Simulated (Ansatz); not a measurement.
# HF with H₂O₂: structure and interaction energy

An exercise on one series of results from a longer session: the logs are not shown, and one member is left open.

Program: Ansatz 0.2.0, Gaussian basis. Level of theory: PBE0-D4 structure, single points in def2-TZVPPD. These are calculated values, not measurements.

Levels: PBE-D4, revPBE-D4, BLYP-D4, r2SCAN-D4, B97M-V, PBE0-D4, B3LYP-D4, HSE06-D4, wB97X-V, wB97M-V, B2PLYP, Hartree-Fock, MP2, CCSD, CCSD(T). The reference is CCSD(T) extrapolated to the basis limit.

Cores are frozen in the correlated methods. B3LYP uses VWN-RPA correlation. B2PLYP carries no dispersion term here.

27 further runs of the same task are left out: 27 set aside as unsound or not needed.

## Starting geometry

The pair, from a GFN2-xTB docking trial: 6 atoms, charge 0, spin multiplicity 1.

Atoms are counted from 1 here; the program's logs count them from 0.

Bond lengths: F1–H2 0.952 Å, O3–O4 1.422 Å, O3–H5 0.969 Å, O4–H6 0.967 Å. Angles: O4–O3–H5 102.3°, O3–O4–H6 103.2°.

Coordinates:

```
atom     x (Å)     y (Å)     z (Å)
  F1  -0.12070   0.01940  -2.13320
  H2   0.07420   0.14910  -1.21040
  O3   0.38900   0.39590   0.41520
  O4  -0.39410  -0.47800   1.21850
  H5   0.12470   1.26900   0.74120
  H6  -0.07310  -1.35540   0.96880
```

Atoms 1 to 2 are fragment A (HF), the rest fragment B (H₂O₂).

The first run:

Input file pre/in.yaml:

```yaml
crystal:
  periodic: [false, false, false]
  atoms:
    - {symbol: F, position_ang: [-0.120700, 0.019400, -2.133200]}
    - {symbol: H, position_ang: [0.074200, 0.149100, -1.210400]}
    - {symbol: O, position_ang: [0.389000, 0.395900, 0.415200]}
    - {symbol: O, position_ang: [-0.394100, -0.478000, 1.218500]}
    - {symbol: H, position_ang: [0.124700, 1.269000, 0.741200]}
    - {symbol: H, position_ang: [-0.073100, -1.355400, 0.968800]}
basis:
  gaussian: {orbitals: def2-SVP}
hamiltonian: {xc: pbe, dispersion: d4}
relax: {f_tol: 0.03, max_steps: 250}
```

The command line of these runs was not kept.

Steps of the session up to this table: A first relaxation in a small basis; Relaxation at PBE0-D4; CCSD(T)/def2-TZVPPD; MP2/def2-QZVPPD; Vibrations of the pair.

One table of the session follows, with a row left open; its other results are not shown here.

```
      method  interaction (kJ/mol)
      PBE-D4                -34.66
   revPBE-D4                -27.89
     BLYP-D4                -30.45
   r2SCAN-D4                -37.38
      B97M-V                     ?
     PBE0-D4                -34.60
    B3LYP-D4                -32.66
    HSE06-D4                -34.44
     wB97X-V                -32.88
     wB97M-V                -33.05
      B2PLYP                -30.24
Hartree-Fock                -21.63
         MP2                -28.78
        CCSD                -27.10
     CCSD(T)                -28.91
 CCSD(T)/CBS                -32.31
```

Estimate the missing values for B97M-V.

As computed: interaction (kJ/mol): -34.03. In the column «interaction (kJ/mol)» it lies between HSE06-D4 (-34.44) and wB97M-V (-33.05).
